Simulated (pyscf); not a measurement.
•HN–NH₂ + H• -> NH₃ + NH [triplet], a substitution at N (triplet surface; N–N broken, H–N formed). Optimised with ωB97X-D3(BJ)/def2-SVP in PySCF. Correlated levels are frozen-core, on RHF or UHF. ΔMP2 is the change of the MP2 total energy from the triple- to the quadruple-zeta basis. Energies in kJ/mol from the separated reactants.

Small-basis levels: PySCF, no dispersion term, spherical d functions. Open shells are spin-unrestricted. 

**Question.** Quick HF/3-21G single points give ΔE‡ = 86.7 kJ/mol and ΔE = -228.0 kJ/mol. What does CCSD(T)/def2-TZVPP + ΔMP2(QZVPP) give, and how far is the quick result from it?

**Answer.** CCSD(T)/def2-TZVPP + ΔMP2(QZVPP) gives ΔE‡ = 107.1 kJ/mol and ΔE = -143.3 kJ/mol. HF/3-21G lies 20.4 kJ/mol under it in the barrier and 84.8 kJ/mol under it in the reaction energy, so on this step it does not hold to within 12.6 kJ/mol. CCSD(T)/def2-TZVPP + ΔMP2(QZVPP) has limits of its own. On the product side the descent ends in a complex, 20.6 kJ/mol under the separated species and 260.4 kJ/mol under the saddle at ωB97X-D3(BJ)/def2-TZVP. At ωB97X-D3(BJ) the barrier from the zero used here is 126.4 kJ/mol. The same reactants have a lower exit, to NH₂• + NH₂• (barrier +92.0 kJ/mol at ωB97M-D3(BJ), against +117.7 kJ/mol here). •HN–NH₂ + H• also meet on a surface of lower spin, which isn't treated here. This is the saddle that the search found; another between the same sides may lie lower. The angle at the attacked N is 161°. The CCSD(T) − MP2 part came from Ansatz, without density fitting, on the same reference. A UHF reference is spin-contaminated (<S²> up to 2.13), which harms MP2 most.
